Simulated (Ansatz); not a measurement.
```yaml
crystal:
  periodic: [false, false, false]
  atoms:
    - {symbol: W, position_ang: [-0.204063, 0.000209, -0.000372]}
    - {symbol: O, position_ang: [2.026289, -0.002078, 0.003692]}
    - {symbol: H, position_ang: [2.528582, 0.824081, 0.002032]}
    - {symbol: H, position_ang: [2.526877, -0.829266, 0.007178]}
basis:
  gaussian: {orbitals: def2-TZVP}
magnetization: {spin_polarized: true, initial_magnetization: 4}
hamiltonian: {xc: pbe0}
relax: {f_tol: 0.004, max_steps: 80}
```

```sh
$ ansatz run in.yaml --threads 1 --pin off --events-out ev --progress --plain --max-ram 2176MiB
```

Steps of the relaxation (energy above the last step; positions in Å, forces in eV/Å):

```
4
step 1, 40.8 meV
W    -0.204    0.000    0.000    0.467    0.000    0.001
O     2.026   -0.002    0.004   -0.963    0.001   -0.002
H     2.529    0.824    0.002    0.247   -0.396    0.002
H     2.527   -0.829    0.007    0.248    0.396   -0.001
```

```
4
step 2, 8.3 meV
W    -0.166    0.000    0.000    0.144    0.000    0.000
O     2.004   -0.002    0.004   -0.556    0.001   -0.001
H     2.521    0.811    0.002    0.206   -0.121    0.001
H     2.519   -0.817    0.007    0.206    0.121    0.000
```

```
4
step 3, 0.8 meV
W    -0.155    0.000    0.000   -0.064    0.000    0.000
O     1.988   -0.002    0.004   -0.072    0.000    0.000
H     2.523    0.800    0.002    0.068   -0.006    0.000
H     2.521   -0.806    0.007    0.068    0.005    0.000
```

```
4
step 4, 0.0 meV
W    -0.163    0.000    0.000   -0.019    0.000    0.000
O     1.987   -0.002    0.004   -0.008    0.000    0.000
H     2.528    0.797    0.002    0.014    0.000    0.000
H     2.526   -0.803    0.007    0.014    0.000    0.000
```

```
4
step 5, 0.0 meV
W    -0.165    0.000    0.000   -0.001    0.000    0.000
O     1.987   -0.002    0.004    0.000    0.000    0.000
H     2.529    0.797    0.002    0.000    0.000    0.000
H     2.527   -0.802    0.007    0.000    0.000    0.000
```

Close pairs at the end: O2–H3 0.965 Å, O2–H4 0.965 Å, W1–O2 2.152 Å.

A stationary point of unrestricted PBE0 after 5 steps, with ⟨S²⟩ = 6.104 against 6.00 for a pure state; no frequencies were run, so it isn't proven a minimum. 27 s on 1 thread of Arm Neoverse V1, shared host.
